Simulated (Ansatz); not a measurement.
# C2H8N2 (1,2-dimethylhydrazine): from total energies to a heat of formation

The species is C2H8N2 (12 atoms), meant as a singlet with charge 0. As SMILES, `CNNC`. The shape is that of a PBE0-D4/def2-TZVP optimisation. This is one conformer, not always the lowest.

Total energies at PBE/cc-pVDZ (Ansatz 0.2.0); the atoms run unrestricted:

| species | state | energy (Eh) |
| --- | --- | --- |
| C2H8N2 | singlet | -190.232068 |
| C | triplet | -37.788538 |
| N | quartet | -54.517180 |
| H | doublet | -0.498628 |

Harmonic wavenumbers at PBE0-D4/def2-TZVP, in cm⁻¹: 182, 217, 302, 342, 514, 734, 742, 944, 1040, 1134, 1140, 1166, 1180, 1271, 1428, 1440, 1460, 1474, 1481, 1510, 1515, 1550, 2984, 2998, 3073, 3074, 3120, 3121, 3544, 3562.

Measured heats of formation of the gaseous atoms at 298.15 K, in kJ/mol: C 716.9, N 472.4, H 218.0. Take 1 Eh = 2625.50 kJ/mol, 1 cm⁻¹ = 0.0119627 kJ/mol, RT = 2.479 kJ/mol.

**Question.** Work out the heat of formation of the gas at 298 K.

**Answer.** 
1. Electronic atomisation energy: 2 × (-37.788538) + 2 × (-54.517180) + 8 × (-0.498628) − (-190.232068) = 1.631608 Eh = 4283.8 kJ/mol.
2. Zero-point energy: half the sum of the wavenumbers, 24121 cm⁻¹ = 288.6 kJ/mol.
3. Thermal vibrational enthalpy, Σ hcν̃/(exp(hcν̃/kT) − 1): 6.7 kJ/mol. Translation, rotation and pV of a non-linear molecule: 4 RT = 9.9 kJ/mol.
4. The 12 free atoms carry 5/2 RT each: 74.4 kJ/mol.
5. Atomisation enthalpy at 298 K: 4283.8 − 288.6 − 6.7 − 9.9 + 74.4 = 4053.0 kJ/mol.
6. Sum of the atoms' heats of formation: 4122.6 kJ/mol. Heat of formation: 4122.6 − 4053.0 = +69.6 kJ/mol.

The tabulated value is +92.2 kJ/mol (CRC Handbook of Chemistry and Physics), so this level is off by -22.6 kJ/mol, or 0.6 % of the atomisation enthalpy that the table implies (4030.4 kJ/mol). Gradient-corrected functionals often overbind somewhat. Anharmonicity and any spin-orbit splitting of the molecule are left out.
